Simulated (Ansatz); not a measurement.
# C6H6: the cost of one run

Program: Ansatz 0.2.0 through its Python package. The levels of theory stand in the script. These are calculated values, not measurements.

### 1 The structure

Bond lengths: C1–C2 1.201 Å, C2–C3 1.417 Å, C3–C4 1.299 Å, C4–C5 1.302 Å, C5–C6 1.492 Å, C1–H7 1.065 Å, C3–H8 1.083 Å, C5–H9 1.086 Å, C6–H10 1.094 Å, C6–H11 1.094 Å, C6–H12 1.095 Å. Angles (14 of 15 angles, heavy atoms first): C1–C2–C3 179.7°, C2–C3–C4 118.9°, C3–C4–C5 180.0°, C4–C5–C6 124.8°, C2–C1–H7 179.8°, C2–C3–H8 120.0°, C4–C3–H8 121.1°, C4–C5–H9 118.4°, C6–C5–H9 116.8°, C5–C6–H10 110.0°, C5–C6–H11 110.0°, C5–C6–H12 111.9°, H10–C6–H11 108.3°, H10–C6–H12 108.3°.

No structure file is read: the coordinates are typed or built in the script.

### 2 Script

File disp.py:

```python
import ansatz as az

geometry_ang = [
    ("C", [2.131, 2.1647, -0.1856]),
    ("C", [1.8979, 1.0032, 0.0096]),
    ("C", [1.63, -0.3688, 0.241]),
    ("C", [0.4012, -0.7855, 0.1908]),
    ("C", [-0.8309, -1.2029, 0.1403]),
    ("C", [-2.0121, -0.3375, -0.1476]),
    ("H", [2.3338, 3.1957, -0.3593]),
    ("H", [2.4442, -1.0504, 0.4555]),
    ("H", [-1.0281, -2.2559, 0.3188]),
    ("H", [-2.7126, -0.3699, 0.6924]),
    ("H", [-2.5304, -0.698, -1.0413]),
    ("H", [-1.724, 0.7054, -0.3147]),
]
c6h6 = az.Crystal.molecule()
for symbol, xyz in geometry_ang:
    c6h6 = c6h6.atom(symbol, xyz)

calculation = c6h6.calculation().basis(gaussian="def2-SVP")
for name in ["blyp", "revpbe"]:
    for correction in ("d3bj", "d4"):
        rep = calculation.functional(name, dispersion=correction).run(threads=1, pin="off").report
        print(f"{name:8s} {correction:5s} total {rep['free_energy_ev']:.5f} eV, of which dispersion {1000 * rep['dispersion']['energy']['ev']:.2f} meV")
```

### 3 The calls as engine input

The package turns the script's settings into the engine's input (first run):

```yaml
crystal:
  periodic: [false, false, false]
  atoms:
    - { symbol: C, position_ang: [2.131, 2.1647, -0.1856] }
    - { symbol: C, position_ang: [1.8979, 1.0032, 0.0096] }
    - { symbol: C, position_ang: [1.63, -0.3688, 0.241] }
    - { symbol: C, position_ang: [0.4012, -0.7855, 0.1908] }
    - { symbol: C, position_ang: [-0.8309, -1.2029, 0.1403] }
    - { symbol: C, position_ang: [-2.0121, -0.3375, -0.1476] }
    - { symbol: H, position_ang: [2.3338, 3.1957, -0.3593] }
    - { symbol: H, position_ang: [2.4442, -1.0504, 0.4555] }
    - { symbol: H, position_ang: [-1.0281, -2.2559, 0.3188] }
    - { symbol: H, position_ang: [-2.7126, -0.3699, 0.6924] }
    - { symbol: H, position_ang: [-2.5304, -0.698, -1.0413] }
    - { symbol: H, position_ang: [-1.724, 0.7054, -0.3147] }
basis:
  gaussian:
    orbitals: def2-SVP
hamiltonian:
  xc: blyp
  dispersion: d3bj
```

### 4 Running it

Launch:

```
$ python disp.py
```

What time and memory should one allow on 1 thread of Arm Neoverse V2, shared host?

About 24 s, with a peak of 0.19 GiB.
